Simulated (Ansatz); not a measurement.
Born–Oppenheimer molecular dynamics of H6OSi2 (9 atoms, charge 0, multiplicity 1). It goes on from the last frame of an earlier run, with new velocities.

These are results of Ansatz, RHF/def2-SVP, not measurements.

```json
{
 "ensemble": "NVE (velocity Verlet)",
 "time step": "0.5 fs",
 "steps asked": "166",
 "starting velocities drawn for": "1500 K",
 "masses": "H 3.016 u",
 "seed": "513149"
}
```

Frames 0.5 fs apart, positions in Å.

Velocities at 30.0 fs (Å/ps):

```
Si -2.38 -5.63 -3.23
H -20.10 14.53 4.36
H -10.94 -11.12 6.89
O -0.85 16.95 4.19
Si 0.97 -1.09 -0.53
H 9.38 -17.63 7.60
H -18.26 -20.02 -20.55
H 20.54 3.45 28.77
H 37.05 3.55 -14.35
```

```xyz
9
Properties=species:S:1:pos:R:3 time_fs=30.0 energy_less_start_eV=0.188 T=1292
Si 0.082 -0.025 0.112
H -0.095 -0.231 1.654
H 0.904 1.466 -0.128
O -1.500 0.653 -0.230
Si -2.514 1.589 -1.058
H -3.325 1.891 0.058
H -1.812 3.022 -1.206
H -3.303 1.393 -2.316
H 0.396 -0.857 -1.040
9
Properties=species:S:1:pos:R:3 time_fs=30.5 energy_less_start_eV=0.198 T=1281
Si 0.081 -0.027 0.110
H -0.105 -0.224 1.655
H 0.899 1.459 -0.124
O -1.501 0.661 -0.228
Si -2.514 1.588 -1.058
H -3.321 1.883 0.061
H -1.821 3.011 -1.217
H -3.292 1.395 -2.301
H 0.415 -0.855 -1.047
9
Properties=species:S:1:pos:R:3 time_fs=31.0 energy_less_start_eV=0.196 T=1283
Si 0.079 -0.029 0.109
H -0.114 -0.217 1.655
H 0.893 1.451 -0.120
O -1.501 0.669 -0.226
Si -2.513 1.588 -1.058
H -3.319 1.874 0.066
H -1.831 2.999 -1.227
H -3.282 1.395 -2.287
H 0.434 -0.855 -1.054
9
Properties=species:S:1:pos:R:3 time_fs=31.5 energy_less_start_eV=0.185 T=1295
Si 0.077 -0.031 0.107
H -0.122 -0.212 1.654
H 0.886 1.440 -0.115
O -1.500 0.676 -0.224
Si -2.512 1.589 -1.059
H -3.318 1.866 0.071
H -1.840 2.987 -1.239
H -3.271 1.395 -2.273
H 0.453 -0.855 -1.060
9
Properties=species:S:1:pos:R:3 time_fs=32.0 energy_less_start_eV=0.166 T=1317
Si 0.075 -0.032 0.105
H -0.130 -0.207 1.651
H 0.879 1.426 -0.110
O -1.499 0.683 -0.222
Si -2.512 1.589 -1.059
H -3.319 1.859 0.077
H -1.850 2.973 -1.250
H -3.260 1.394 -2.259
H 0.472 -0.855 -1.065
9
Properties=species:S:1:pos:R:3 time_fs=32.5 energy_less_start_eV=0.138 T=1347
Si 0.073 -0.033 0.104
H -0.137 -0.202 1.647
H 0.872 1.411 -0.105
O -1.497 0.689 -0.220
Si -2.511 1.590 -1.058
H -3.322 1.851 0.083
H -1.861 2.959 -1.262
H -3.249 1.393 -2.246
H 0.491 -0.856 -1.070
9
Properties=species:S:1:pos:R:3 time_fs=33.0 energy_less_start_eV=0.105 T=1384
Si 0.071 -0.033 0.102
H -0.144 -0.199 1.642
H 0.865 1.394 -0.099
O -1.495 0.695 -0.218
Si -2.510 1.591 -1.058
H -3.326 1.844 0.089
H -1.871 2.944 -1.274
H -3.238 1.390 -2.234
H 0.510 -0.858 -1.073
9
Properties=species:S:1:pos:R:3 time_fs=33.5 energy_less_start_eV=0.066 T=1427
Si 0.069 -0.032 0.101
H -0.149 -0.196 1.635
H 0.857 1.375 -0.092
O -1.492 0.700 -0.217
Si -2.509 1.593 -1.058
H -3.331 1.837 0.095
H -1.881 2.929 -1.287
H -3.228 1.386 -2.224
H 0.529 -0.860 -1.077
9
Properties=species:S:1:pos:R:3 time_fs=34.0 energy_less_start_eV=0.022 T=1475
Si 0.066 -0.031 0.099
H -0.154 -0.194 1.627
H 0.849 1.355 -0.086
O -1.489 0.704 -0.215
Si -2.508 1.594 -1.057
H -3.338 1.831 0.102
H -1.891 2.913 -1.300
H -3.219 1.381 -2.215
H 0.547 -0.862 -1.079
9
Properties=species:S:1:pos:R:3 time_fs=34.5 energy_less_start_eV=-0.025 T=1527
Si 0.064 -0.030 0.098
H -0.159 -0.193 1.617
H 0.842 1.333 -0.079
O -1.486 0.708 -0.213
Si -2.507 1.596 -1.056
H -3.346 1.825 0.109
H -1.901 2.898 -1.313
H -3.210 1.374 -2.208
H 0.565 -0.865 -1.080
9
Properties=species:S:1:pos:R:3 time_fs=35.0 energy_less_start_eV=-0.075 T=1582
Si 0.061 -0.028 0.096
H -0.162 -0.192 1.607
H 0.834 1.309 -0.071
O -1.482 0.712 -0.212
Si -2.506 1.599 -1.055
H -3.356 1.819 0.115
H -1.910 2.883 -1.327
H -3.203 1.367 -2.202
H 0.583 -0.868 -1.079
9
Properties=species:S:1:pos:R:3 time_fs=35.5 energy_less_start_eV=-0.126 T=1638
Si 0.058 -0.026 0.094
H -0.165 -0.193 1.596
H 0.827 1.285 -0.064
O -1.477 0.714 -0.211
Si -2.505 1.601 -1.053
H -3.366 1.813 0.122
H -1.919 2.869 -1.340
H -3.196 1.358 -2.199
H 0.601 -0.871 -1.078
```

Of the whole run (83 fs, mean temperature of the second half 1869 K): The conserved energy stayed within 0.25 meV per atom of its start (net change -0.2 meV per atom), so the integration is sound. A run of 0.083 ps of so small a system gives no equilibrium averages.

Time of the run: 2.3 min on 1 thread of Arm Neoverse V2, on a shared host, peak memory 0.13 GiB.
